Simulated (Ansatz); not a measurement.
Abridged output of a molecular run in Ansatz:

```
Functional definition: HF
1701 factors; integrals over basis functions are off by at most 9.9e-4 eV
mean field evaluation 1: about -7964.6346 eV, gradient 3.9e1 eV
mean field evaluation 2: about -7964.9284 eV, gradient 3.9e1 eV
mean field evaluation 4: about -7968.9901 eV, gradient 4.7e0 eV
mean field evaluation 8: about -7969.0676 eV, gradient 3.1e-1 eV
mean field -7969.06813999 eV, -292.8578525162 hartree, gradient 4.7e-6 eV, S^2 0.000000; 0 other end points of the search recorded, 0 dependent functions left out
6 core orbitals not correlated: weight in the atoms' cores, before any rotation towards them, 1.000 or more for the frozen orbitals, at most 0.000 for the correlated occupied ones
reference -7969.06813999 eV, -292.8578525162 hartree; 17, 17 occupied and 261, 261 virtual orbitals, 1701 factors
second order -29.28320786 eV of doubles, -0.00000000 eV of singles
cycle   1  -29.41001922 eV  change   -1.3e-1 eV  update   1.1e-1
cycle   2  -30.09451939 eV  change   -6.8e-1 eV  update   3.4e-2
cycle   3  -30.24806988 eV  change   -1.5e-1 eV  update   1.6e-2
cycle   4  -30.24112111 eV  change    6.9e-3 eV  update   4.0e-3
cycle   5  -30.24104438 eV  change    7.7e-5 eV  update   1.6e-3
cycle   6  -30.24204175 eV  change   -1.0e-3 eV  update   4.6e-4
cycle   7  -30.24188129 eV  change    1.6e-4 eV  update   1.5e-4
cycle   8  -30.24181780 eV  change    6.3e-5 eV  update   4.8e-5
cycle   9  -30.24182858 eV  change   -1.1e-5 eV  update   1.7e-5
perturbative correction -1.28946811 eV, -0.0473870788 hartree
Total energy: -8000.59943668 eV, -294.0166062968 hartree
```

Its atoms:

Cartesian coordinates in Å:
```
C 1.272 0.711 0.080
C -0.089 0.050 0.025
C -0.021 -1.444 -0.206
C -1.293 0.848 -0.545
C -1.233 0.644 0.718
F -1.786 0.819 1.896
H 1.818 0.548 -0.854
H 1.880 0.292 0.888
H 1.182 1.786 0.242
H -1.019 -1.884 -0.244
H 0.542 -1.941 0.590
H 0.489 -1.666 -1.149
H -1.743 1.237 -1.441
```

(1) Which basis set was used?
A. cc-pV(D+d)Z
B. def2-SVP
C. def2-SVPD
D. def2-TZVPP

(2) Write the keys of the input that set method, charge and spin (a neutral closed shell needs none for the last two).

Results:

(1) D. It gives 284 functions.

(2) 
```yaml
correlation: {method: ccsd_t}
```
